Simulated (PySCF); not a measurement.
Compound: N-methylformamide, C2H5NO.
SMILES with atom numbers: `[CH3:1][NH:2][CH:3]=[O:4]` (hydrogens: H5, H6, H7 on C1; H8 on N2; H9 on C3)

The same species was optimised twice, with GFN2-xTB and with PBE0-D3(BJ)/def2-SVP (PySCF), and the same property calculations (PySCF, gas phase) were run on both structures.

| coordinate | GFN2-xTB | PBE0-D3(BJ)/def2-SVP | change |
| --- | --- | --- | --- |
| C3–H9 (Å) | 1.106 | 1.117 | +0.011 |
| N2–C3 (Å) | 1.345 | 1.356 | +0.011 |
| C1–H7 (Å) | 1.091 | 1.102 | +0.011 |
| C1–H6 (Å) | 1.091 | 1.102 | +0.011 |
| C1–H5 (Å) | 1.089 | 1.098 | +0.009 |
| C3=O4 (Å) | 1.205 | 1.209 | +0.004 |
| N2–H8 (Å) | 1.007 | 1.011 | +0.004 |
| C1–N2 (Å) | 1.444 | 1.439 | -0.005 |
| C3–N2–H8 (°) | 120.0 | 117.8 | -2.2 |
| C1–N2–H8 (°) | 117.7 | 119.5 | +1.8 |
| N2–C1–H7 (°) | 110.8 | 111.8 | +1.0 |
| N2–C1–H6 (°) | 110.7 | 111.7 | +1.0 |
| H5–C1–H6 (°) | 109.5 | 108.7 | -0.8 |
| H5–C1–H7 (°) | 109.4 | 108.6 | -0.8 |
| H6–C1–H7 (°) | 109.2 | 108.6 | -0.6 |
| C1–N2–C3 (°) | 122.3 | 122.7 | +0.4 |
| C1–N2–C3–O4 (°) | 0 | 0 | 0 |

Rotational constants: A = 20114, B = 6255, C = 4919 MHz (GFN2-xTB) against A = 20041, B = 6174, C = 4867 MHz (PBE0-D3(BJ)/def2-SVP). Point groups within 0.08 Å: Cs and Cs. Atoms that the bonding makes alike are paired by their places after alignment.

On the GFN2-xTB structure: HOMO (eV) -7.42 [PBE0/pcSseg-1]; LUMO (eV) 0.96 [PBE0/pcSseg-1]; dipole (D) 3.99 [PBE0/pcSseg-1]; GIAO shielding of C1 (ppm) 162.7 [PBE0/pcSseg-1]; GIAO shielding of N2 (ppm) 143.2 [PBE0/pcSseg-1]; GIAO shielding of C3 (ppm) 26.8 [PBE0/pcSseg-1]; GIAO shielding of O4 (ppm) -74.2 [PBE0/pcSseg-1].

**Question.** What do these properties become on the PBE0-D3(BJ)/def2-SVP structure?

**Answer.** 
```
                                    property          level  on GFN2-xTB  on PBE0-D3(BJ)/def2-SVP  change
                                   HOMO (eV)  PBE0/pcSseg-1        -7.42                    -7.45   -0.03
                                   LUMO (eV)  PBE0/pcSseg-1         0.96                     0.86   -0.10
                                  dipole (D)  PBE0/pcSseg-1         3.99                     3.95   -0.04
energy, GFN2-xTB geometry as zero (kcal/mol)  PBE0/pcSseg-1          0.0                     -0.2    -0.2
                  GIAO shielding of C1 (ppm)  PBE0/pcSseg-1        162.7                    161.6    -1.1
                  GIAO shielding of N2 (ppm)  PBE0/pcSseg-1        143.2                    140.2    -3.0
                  GIAO shielding of C3 (ppm)  PBE0/pcSseg-1         26.8                     24.6    -2.2
                  GIAO shielding of O4 (ppm)  PBE0/pcSseg-1        -74.2                    -83.2    -9.0
```

The heavy atoms differ by 0.008 Å rms after alignment. Among all bonds C1–H6, C1–H7, N2–C3 and C3–H9 change most and about equally (+0.011 Å). Changes are differences of the printed values. Neither structure is proved a minimum here.

Conformer computed: `[CH3:1][NH:2][CH:3]=[O:4]`: C1–N2–C3–O4 0°.
